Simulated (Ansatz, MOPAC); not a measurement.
Process, species as SMILES: C#CC#C + 7 [H][H] (H2) → 4 C (CH4)

Wanted: energy of full hydrogenation (enthalpy at 298 K), in kcal/mol. Conventions: dispersion terms only where a functional's name holds one; non-relativistic; six Cartesian d functions in 6-31G* and its kin unless marked 5d; spin-orbit terms left out. Ab initio and DFT rows: single points at B3LYP-D3(BJ) geometries (Ansatz, an electronic-structure program), with unscaled harmonic terms from B3LYP/6-31G* at its own minima. Semi-empirical rows: MOPAC heats of formation at their own minima for 298 K.

| species | coefficient | E at PBE/6-31G* (Ansatz), Eh | E at wB97X-V/def2-TZVPD (Ansatz), Eh | H(298 K) - E, kcal/mol | heat of formation at AM1 (MOPAC), kcal/mol |
|---|---|---|---|---|---|
| C#CC#C | -1 | -153.27737 | -153.48481 | 27.12 | 106.04 |
| [H][H] (H2) | -7 | -1.16195 | -1.17238 | 8.44 | -5.18 |
| C (CH4) | +4 | -40.44431 | -40.51531 | 30.76 | -8.79 |

Measured values: Active Thermochemical Tables 1.112 (ions: stationary electron), as tabulated in the package chemicals; they hold spin-orbit and core effects, anharmonicity.  Value to compare with, the measured value: -181.3 kcal/mol. 1 Eh = 627.5095 kcal/mol.

### Question
Work the quantity out at each level, and compare with the measured value.

### Answer

- PBE/6-31G*: the sum of coefficient times E is -0.36622 Eh, or -229.81 kcal/mol; the thermal terms add 36.84. Result: -193.0 kcal/mol. Its error against the measured value is -11.7 kcal/mol.
- wB97X-V/def2-TZVPD: the sum of coefficient times E is -0.36977 Eh, or -232.03 kcal/mol; the thermal terms add 36.84. Result: -195.2 kcal/mol. Its error against the measured value is -13.9 kcal/mol.
- AM1: the sum of coefficient times heat of formation is -104.94 kcal/mol; it needs no thermal term. Its error against the measured value is 76.4 kcal/mol.
